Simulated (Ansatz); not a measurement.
Basis-set extrapolation for C4H5F, SMILES `CC#CCF` (PBE0-D4/def2-TZVP geometry, frozen core, the Gaussian-basis code of Ansatz). Multiplicity 1, RHF reference.

```json
{"": "HF", "def2-TZVPP": "-253.857487", "def2-QZVPP": "-253.868499"}
{"": "MP2 correlation", "def2-TZVPP": "-0.888537", "def2-QZVPP": "-0.953898"}
{"": "CCSD(T) correlation", "def2-TZVPP": "-0.954216", "def2-QZVPP": "not run"}
```

Energies in hartree. Use E(X) = E(∞) + A·exp(−7.88·√X) for Hartree–Fock and E(X) = E(∞) + B·X^(−2.97) for correlation, with X = 3 and 4, and add CCSD(T) minus MP2 of the smaller set to the MP2 limit.

Task: What is the CCSD(T) energy at the basis-set limit?

Result: HF limit: -253.868499 + (-0.011012) × 0.13774 = -253.87002. MP2 limit: -0.953898 + (-0.065361) × 0.74074 = -1.00231. Higher-order term: -0.954216 − (-0.888537) = -0.06568. Total: -254.93801 hartree, 331.6 kJ/mol below CCSD(T)/def2-TZVPP.
